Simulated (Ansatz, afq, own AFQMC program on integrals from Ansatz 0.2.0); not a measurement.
Two steps: Ansatz 0.2.0 writes the Fock matrix and Cholesky factors of the valence space, and afq projects on them the lowest state that overlaps trial and start.

```yaml
crystal:
  periodic: [false, false, false]
  atoms:
    - {symbol: O, position_ang: [-1.239876, -0.025232, 0.000000]}
    - {symbol: H, position_ang: [-1.489186, 0.901344, 0.000000]}
    - {symbol: H, position_ang: [0.076124, -0.025232, 0.000000]}
    - {symbol: F, position_ang: [1.119124, -0.025232, 0.000000]}
basis:
  gaussian: {orbitals: cc-pVTZ}
magnetization: {spin_polarized: true, initial_magnetization: 1}
correlation: {method: ccsd_t, electrons: outside_noble_gas, hamiltonian_folder: ham}
```

```sh
$ ansatz run in.yaml --threads 1 --pin off --events-out ev --progress --plain --max-ram 16896MiB --backend cuda --devices 0, --max-vram 18GiB
```

afq runs on the folder ham with

```
--method phaseless --trial cisd --walkers 1400 --populations 20 --least-time 60 --time-step 0.005 --steps-per-block 50 --equilibration-blocks 28 --max-blocks 4000 --target-error 0.00023 --factor-cut 1e-05 --start spin_pure --seed 6529 --release-times 0.24,0.51,0.99,1.5 --release-step 0.03 --release-every 4 --taylor-order 6
```

Times are imaginary, in 1/Eh. The walk had a cap of 167 s. With eight or more populations the least sampling time is a fifth of least-time, and the error comes from their spread.

Output of the walk:

```
orbitals 86  electrons 8 7  factors 536 of 537
reference energy -175.46036780 Eh
CCSD correlation -0.49455733 Eh in 14 cycles, weight of the determinant in the CISD state 0.9032
energy of the start -175.954592 Eh
 block  time / (1/Eh)  mean weight  energy / Eh
     1     0.250  0.9999  -175.953922
     2     0.500  1.0012  -175.961139
     3     0.750  1.0001  -175.965608
     4     1.000  0.9997  -175.965839
     5     1.250  1.0001  -175.963834
     7     1.750  0.9994  -175.966899
     9     2.250  0.9998  -175.970364
    11     2.750  1.0010  -175.966431
    15     3.750  1.0004  -175.969018
    19     4.750  1.0004  -175.969409
    23     5.750  0.9993  -175.968983
    27     6.750  0.9989  -175.965432
    31     7.750  1.0001  -175.968962
    35     8.750  1.0006  -175.970339
    39     9.750  1.0002  -175.970004
    43    10.750  1.0006  -175.969024
    47    11.750  1.0008  -175.968434
    51    12.750  1.0001  -175.968370
    55    13.750  0.9993  -175.971059
    59    14.750  1.0010  -175.967595
    63    15.750  1.0007  -175.965579
    67    16.750  0.9987  -175.968868
    71    17.750  0.9987  -175.969361
    75    18.750  1.0006  -175.968332
    79    19.750  0.9998  -175.970584
    81    20.250  1.0000  -175.963735
    83    20.750  1.0003  -175.969675
    87    21.750  0.9998  -175.970689
    91    22.750  1.0004  -175.969412
    95    23.750  1.0012  -175.970406
    99    24.750  1.0011  -175.974374
error from the spread of 20 populations
released: time / (1/Eh)  energy / Eh  error  mean overlap
  0.24  -175.968894  0.000428  0.9987
  0.51  -175.969466  0.000368  0.9894
  0.99  -175.968852  0.000512  0.9785
  1.50  -175.969633  0.000768  0.9620
energy -175.968764 +/- 0.000221 Eh
(rows thinned)
```

The run passed its tests (sampling time, drift between the halves within three errors, error under three times the target), which doesn't prove that it has relaxed, ending at its cap on processor time. The second half of the sampling lies below the first by 2.0 errors of their difference, so the energy may still be moving and its error bar be too small.

Against this walk (error 6.0 meV) on the same determinant: CCSD(T) 25.4 meV higher. The error is statistical and leaves out the bias of the constraint. None of these is a sure reference here. The released energies get too noisy after the second time (errors over twice the walk's own, or jumping) (meV from the phaseless value at times in 1/Eh: -4 ± 12 at 0.24, -19 ± 10 at 0.51, -2 ± 14 at 0.99, -24 ± 21 at 1.50), so they give no level.

Cautions: constraint bias not in the error.

The walk took 2.8 min on 1 × NVIDIA H100 80GB HBM3 with 2 threads of AMD EPYC 7R13 Processor (Zen 3), on a shared host (the card was shared). The log's last line is the phaseless energy.

A walk keeps the symmetry of its determinant, which the program's search chose and which needn't be the lowest solution, so a lower state of the same spin and another symmetry isn't excluded.
